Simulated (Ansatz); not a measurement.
in.yaml

```yaml
crystal:
  periodic: [false, false, false]
  atoms:
    - {symbol: W, position_ang: [0.000000, 0.000000, 0.361868]}
    - {symbol: Si, position_ang: [0.000000, 0.000000, -2.153135]}
    - {symbol: H, position_ang: [0.000000, -1.223003, -3.003086]}
    - {symbol: H, position_ang: [0.000000, 1.223003, -3.003086]}
basis:
  gaussian: {orbitals: def2-SVP, fitting: {mean_field: def2-universal-jkfit}, point_charges: [{charge: -0.50, position_ang: [3.115, -0.752, -0.807]}]}
magnetization: {spin_polarized: false, initial_magnetization: 6}
correlation: {method: mp2, electrons: outside_noble_gas}
```

```sh
$ ansatz run in.yaml --threads 1 --pin off --events-out ev --progress --plain --max-ram 2393MiB
```

Output:

```
391 factors; integrals over basis functions are off by at most 3.5e-1 eV
mean field evaluation 1: about -9693.8017 eV, gradient 1.1e1 eV
mean field evaluation 2: about -9695.0748 eV, gradient 8.3e0 eV
mean field evaluation 4: about -9695.3914 eV, gradient 8.3e-1 eV
mean field evaluation 8: about -9695.4038 eV, gradient 4.5e-4 eV
mean field evaluation 16: about -9695.3801 eV, gradient 1.5e0 eV
mean field evaluation 32: about -9694.2890 eV, gradient 2.0e0 eV
mean field evaluation 64: about -9695.3657 eV, gradient 4.3e-1 eV
mean field -9695.40378562 eV, -356.2995173409 hartree, gradient 2.4e-6 eV, S^2 12.000000; 11 other end points of the search recorded, 0 dependent functions left out
mean field evaluation 96: about -9695.5853 eV, gradient 1.4e0 eV
mean field evaluation 128: about -9695.3244 eV, gradient 5.4e0 eV
9 core orbitals not correlated: weight in the atoms' cores, before any rotation towards them, 1.000 or more for the frozen orbitals, at most 0.000 for the correlated occupied ones
reference -9695.40378562 eV, -356.2995173409 hartree; 9, 3 occupied and 42, 48 virtual orbitals, 391 factors
second order -4.35911083 eV of doubles, -0.04989490 eV of singles
Total energy: -9699.81279136 eV, -356.4615453132 hartree
```

Ran on 1 thread of Arm Neoverse V2, shared host: 3.5 s wall, 0.18 GiB peak host memory.
